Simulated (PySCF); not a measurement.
Two probes of the same atoms: core binding energy and nuclear shielding

C5H2F (charge +1).
Structure used (PBE0-D3(BJ)/def2-SVP), in Å, numbered top down from 1:
```xyz
8
C5H2F angstrom
C      2.251    0.309    0.730
C      1.106    0.155    0.354
C     -0.196   -0.029   -0.062
C     -1.213    0.247   -0.979
C     -1.453   -0.581    0.061
F     -2.246   -1.323    0.695
H      3.272    0.447    1.061
H     -1.512    0.781   -1.885
```

Binding energies: delta-SCF UKS SCAN, pcX-2 on the ionised atom, pcseg-1 elsewhere, spin-free X2C (PySCF 2.14.0). Shieldings: GIAO B97-2/pcSseg-2, non-relativistic, same geometry.

| atom | C 1s (eV) |
| --- | --- |
| C1 | 296.97 |
| C2 | 297.10 |
| C3 | 299.73 |
| C4 | 298.86 |
| C5 | 301.32 |

What are the absolute isotropic shieldings of these atoms?

```tsv
atom	environment	C 1s (eV)	isotropic shielding (ppm)
C1	terminal alkyne carbon	296.97	32.9
C2	alkyne carbon	297.10	118.5
C4	unsaturated ring CH carbon	298.86	31.5
C3	unsaturated ring carbon	299.73	29.6
C5	unsaturated ring carbon	301.32	16.5
```

Among the listed atoms, is the one with the highest binding energy also the least shielded?

Yes: C5 has both (301.32 eV, 16.5 ppm).

By binding energy: C1 < C2 < C4 < C3 < C5. By shielding: C5 < C3 < C4 < C1 < C2.

The unrestricted hole states depart most from a pure doublet (⟨S²⟩ = 0.75; over 0.85 named) for C 1s of C1 (0.94) and C 1s of C4 (0.86), which makes these values less certain. The species carries charge +1, so core ionisation leaves charge +2. Isolated species at its PBE0-D3(BJ)/def2-SVP geometry, gas phase.
